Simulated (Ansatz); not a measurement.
`CC(C)C(C)C`, relaxed with RKS PBE0-D4/def2-TZVP in Ansatz from a GFN2-xTB geometry. The force threshold is 0.005 eV/Å; the program also tests the step.

The species carries charge 0 and has multiplicity 1.

Start:

```xyz
20

C    -1.437   -1.417   -0.221
C    -0.862   -0.051    0.156
C    -0.532   -0.027    1.647
C     0.332    0.325   -0.744
C     0.676    1.809   -0.623
C     1.581   -0.515   -0.484
H    -1.673   -1.457   -1.282
H    -0.731   -2.211    0.006
H    -2.349   -1.608    0.339
H    -1.643    0.698   -0.028
H    -0.125    0.936    1.946
H    -1.436   -0.204    2.227
H     0.186   -0.803    1.899
H     0.015    0.143   -1.779
H     1.067    2.038    0.366
H     1.434    2.081   -1.355
H    -0.203    2.426   -0.797
H     1.367   -1.577   -0.569
H     2.350   -0.268   -1.213
H     1.982   -0.317    0.507
```

Q: How much energy does the relaxation release, and in how many steps? (An estimate is asked.)

A: Ansatz gave: 1.57 kJ/mol, in 4 steps.

Q: Which bonds change most? (Best estimate.)

A: Computed: C1–C2 from 1.529 to 1.522 Å; C6–H20 from 1.087 to 1.093 Å; C1–H8 from 1.087 to 1.094 Å; C3–H13 from 1.087 to 1.093 Å.

Q: Give the relaxed structure. (Best estimate.)

A: The calculation gave: 
```xyz
20

C    -1.417   -1.428   -0.212
C    -0.859   -0.059    0.154
C    -0.554    0.008    1.644
C     0.332    0.331   -0.739
C     0.685    1.806   -0.600
C     1.568   -0.532   -0.520
H    -1.652   -1.491   -1.278
H    -0.706   -2.226    0.022
H    -2.333   -1.637    0.346
H    -1.646    0.679   -0.055
H    -0.171    0.986    1.944
H    -1.458   -0.182    2.228
H     0.183   -0.745    1.934
H    -0.002    0.172   -1.773
H     1.081    2.032    0.394
H     1.450    2.093   -1.326
H    -0.189    2.442   -0.764
H     1.353   -1.597   -0.632
H     2.345   -0.276   -1.244
H     1.989   -0.377    0.477
```
